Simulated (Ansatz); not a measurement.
Reaction (SMILES): [SiH2]=C (CH2-SiH2) + 2 [H][H] (H2) → C (CH4) + [SiH4] (SiH4)
B3LYP-D3(BJ)/def2-TZVP geometries, fixed; electronic energies without zero-point terms.

Core correlation in the energy of full hydrogenation at CCSD(T) with Ansatz (a program for electronic structure), in kcal/mol: frozen core against 1s of Al to Cl frozen alone. Core-valence sets carry the plain set on hydrogen. A restricted Hartree-Fock determinant is unstable towards unrestricted orbitals. Costs are rough ratios of core time on shared machines of one kind.

| basis | functions, most | frozen core | 1s of Al to Cl frozen alone | core term (second minus first) | cost over frozen core |
|---|---|---|---|---|---|
| cc-pV(D+d)Z | 57 | -67.32 | -67.42 | -0.10 | - |
| cc-pCVDZ | 65 | -67.18 | -67.23 | -0.05 | - |
| cc-pV(T+d)Z | 125 | -65.07 | -66.24 | -1.17 | 2× |
| cc-pCVTZ | 158 | -65.03 | -64.98 | 0.05 | 1× |
| cc-pwCVTZ | 158 | -65.00 | -64.88 | 0.12 | 1× |
| cc-pV(Q+d)Z | 239 | -64.70 | -65.91 | -1.21 | - |
| cc-pwCVQZ | 313 | -64.59 | -64.47 | 0.12 | - |
| cc-pCVQZ | 313 | -64.63 | -64.54 | 0.09 | - |

The largest core-valence set, cc-pCVQZ, gives a core term of 0.09 kcal/mol; the valence set cc-pV(Q+d)Z, which lacks functions for the core, gives -1.21.
